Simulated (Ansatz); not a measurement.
Born–Oppenheimer molecular dynamics of BFH3N (6 atoms, charge 0, multiplicity 1). It goes on from the last frame of an earlier run, with new velocities.

Level of theory: RKS PBE0-D4/6-31G* (Ansatz 0.2.0).

```yaml
ensemble: NVT, Nosé–Hoover chain
time_step: 0.5 fs
steps_asked: 250
set_temperature: 300 K
thermostat: time constant 50 fs, chain length 3
seed: 58664
```

Frames 1 fs apart, positions in Å.

Velocities at 10.0 fs (Å/ps):

```
B 3.10 1.51 -5.72
H 0.48 12.03 -19.58
F 3.20 -0.22 3.41
N -6.68 -0.90 -0.56
H -5.46 -8.42 20.40
H 4.25 -3.23 4.12
```

```xyz
6
Properties=species:S:1:pos:R:3 time_fs=10.0 energy_less_start_eV=0.019 T=264
B -0.062 -0.002 0.030
H -0.018 -0.457 1.141
F 1.028 0.456 -0.630
N -1.258 -0.020 -0.772
H -2.162 -0.303 -0.347
H -1.424 0.537 -1.630
6
Properties=species:S:1:pos:R:3 time_fs=11.0 energy_less_start_eV=-0.002 T=303
B -0.059 0.000 0.024
H -0.017 -0.445 1.122
F 1.031 0.456 -0.626
N -1.265 -0.021 -0.772
H -2.162 -0.310 -0.329
H -1.417 0.531 -1.622
6
Properties=species:S:1:pos:R:3 time_fs=12.0 energy_less_start_eV=-0.027 T=352
B -0.058 0.002 0.015
H -0.015 -0.433 1.104
F 1.034 0.456 -0.622
N -1.272 -0.022 -0.771
H -2.151 -0.313 -0.316
H -1.407 0.520 -1.610
6
Properties=species:S:1:pos:R:3 time_fs=13.0 energy_less_start_eV=-0.041 T=380
B -0.057 0.004 0.004
H -0.013 -0.422 1.091
F 1.037 0.456 -0.618
N -1.280 -0.023 -0.769
H -2.134 -0.314 -0.308
H -1.395 0.509 -1.598
6
Properties=species:S:1:pos:R:3 time_fs=14.0 energy_less_start_eV=-0.045 T=387
B -0.058 0.005 -0.009
H -0.009 -0.413 1.085
F 1.040 0.455 -0.614
N -1.286 -0.024 -0.765
H -2.115 -0.313 -0.303
H -1.384 0.500 -1.594
6
Properties=species:S:1:pos:R:3 time_fs=15.0 energy_less_start_eV=-0.052 T=402
B -0.060 0.007 -0.024
H -0.004 -0.407 1.085
F 1.043 0.455 -0.609
N -1.290 -0.025 -0.760
H -2.104 -0.312 -0.297
H -1.376 0.495 -1.600
6
Properties=species:S:1:pos:R:3 time_fs=16.0 energy_less_start_eV=-0.070 T=436
B -0.063 0.009 -0.039
H 0.001 -0.401 1.088
F 1.047 0.455 -0.605
N -1.293 -0.027 -0.754
H -2.106 -0.315 -0.288
H -1.371 0.493 -1.613
6
Properties=species:S:1:pos:R:3 time_fs=17.0 energy_less_start_eV=-0.078 T=450
B -0.067 0.010 -0.054
H 0.005 -0.397 1.090
F 1.050 0.455 -0.601
N -1.294 -0.028 -0.748
H -2.120 -0.319 -0.275
H -1.370 0.489 -1.627
6
Properties=species:S:1:pos:R:3 time_fs=18.0 energy_less_start_eV=-0.058 T=413
B -0.072 0.011 -0.068
H 0.008 -0.391 1.090
F 1.054 0.456 -0.597
N -1.294 -0.028 -0.742
H -2.140 -0.324 -0.263
H -1.373 0.480 -1.638
6
Properties=species:S:1:pos:R:3 time_fs=19.0 energy_less_start_eV=-0.027 T=353
B -0.078 0.011 -0.081
H 0.010 -0.386 1.084
F 1.058 0.456 -0.593
N -1.293 -0.028 -0.737
H -2.157 -0.326 -0.256
H -1.379 0.465 -1.641
6
Properties=species:S:1:pos:R:3 time_fs=20.0 energy_less_start_eV=-0.011 T=320
B -0.083 0.010 -0.092
H 0.010 -0.379 1.072
F 1.062 0.457 -0.590
N -1.293 -0.028 -0.732
H -2.166 -0.324 -0.255
H -1.389 0.443 -1.637
6
Properties=species:S:1:pos:R:3 time_fs=21.0 energy_less_start_eV=-0.011 T=320
B -0.087 0.009 -0.101
H 0.007 -0.372 1.055
F 1.066 0.458 -0.587
N -1.294 -0.027 -0.728
H -2.164 -0.318 -0.261
H -1.403 0.417 -1.629
```

Of the whole run (125 fs, mean temperature of the second half 286 K): The conserved energy stayed within 0.14 meV per atom of its start (net change 0.094 meV per atom), so the integration is sound. A run of 0.12 ps of so small a system gives no equilibrium averages.

Run time: 3.4 min on 1 thread of Intel(R) Xeon(R) Platinum 8488C (Sapphire Rapids) (shared host), peak memory 0.11 GiB.
